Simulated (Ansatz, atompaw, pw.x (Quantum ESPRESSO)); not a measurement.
molybdenum (Mo): one change to the PAW (atompaw) potential, in the atom and in the bcc crystal

* Element: molybdenum (Mo)
* Generator: atompaw 4.2.0.5
* Type: PAW
* Functional: PBEsol
* Relativity: scalar-relativistic
* Frozen core: [Kr]
* Valence charge: 6
* Reference configuration: 4d5 5s1 5p0
* Partial waves: 5s (bound): rc 3.00 bohr; 5s channel at 1.5 Ry: rc 3.00 bohr; 5p (bound, empty): rc 3.00 bohr; 5p channel at 1.1 Ry: rc 3.00 bohr; 4d (bound): rc 3.00 bohr; 4d channel at 0.15 Ry: rc 3.00 bohr
* Local potential: bessel scheme, radius 2.70 bohr
* Core correction: smooth core density matched at 2.75 bohr
* Augmentation charge: gaussian compensation charge, radius 2.80 bohr; PAW radius 3.00 bohr; waves and projectors: custom polynom vanderbiltortho

Change: local potential bessel scheme, radius 2.06 bohr.

Cutoffs, loose and tight: the cutoffs (Ry, on a coarse ladder) from which the occupation-weighted sum of valence levels, in a spherical-Bessel basis at the reference potential, stays within 10 and 1 mRy of its value at 400 Ry. They see the waves, projectors and local potential, not the compensation charge or the core.

Crystal test: bcc Mo in pw.x 7.5, no spin, 15³ k-points, Fermi–Dirac smearing 0.01 Ry, cutoffs set for each file from its atomic test. The reference is all-electron LAPW (Ansatz 0.2.0) with the same functional, mesh and smearing; V0 and B0 come from Birch–Murnaghan fits to the pressures at five volumes. Errors are pseudo minus all-electron; Δ is the rms difference of the E(V) curves that follow from these fits, minima aligned, over ±6 % about the mean V0. Mesh and smearing are coarse, so the numbers serve the comparison and aren't converged zero-temperature values; the lattice is a test structure that the element need not adopt.

All-electron: a0 = 3.131 Å (V0 = 15.34 Å³/atom), B0 = 279.7 GPa.

Task: Does the change bring the crystal closer to the all-electron result?

Result: The mean pressure error goes from +8.47 to -81.33 GPa, so the change moves the solid further from the all-electron pressures.

```csv
quantity,base,changed
outcome (atom),generated,generated
"cutoff, loose (atom)",10 Ry,10 Ry
"cutoff, tight (atom)",18 Ry,18 Ry
bound ghosts (atom),none,"s, p"
cutoffs in pw.x (Ry),40/400,40/400
a0 (Å),3.158,–
a0 error (%),+0.89,–
B0 error (%),+4.0,–
Δ (meV/atom),26.3,–
mean pressure error (GPa),+8.47,-81.33
```

A dash: not determined, or the minimum lies outside the volumes sampled.

Base: The largest radius (3.00 bohr) exceeds half the bond length (2.56 bohr), so the spheres overlap, which is one possible source of error among others. This is a poor potential for the solid. Changed file: The largest radius (3.00 bohr) exceeds half the bond length (2.56 bohr), so the spheres overlap, which is one possible source of error among others. This is a poor potential for the solid. The pseudo pressure rises with volume over the whole range, a mechanical instability. Note: ghost states, extra bound levels that the all-electron valence spectrum of the same l lacks: s at -51.6 eV, p at -13.3 eV. A true bound ghost makes a file unfit for plane-wave use. The atomic cutoffs weigh occupied waves only.
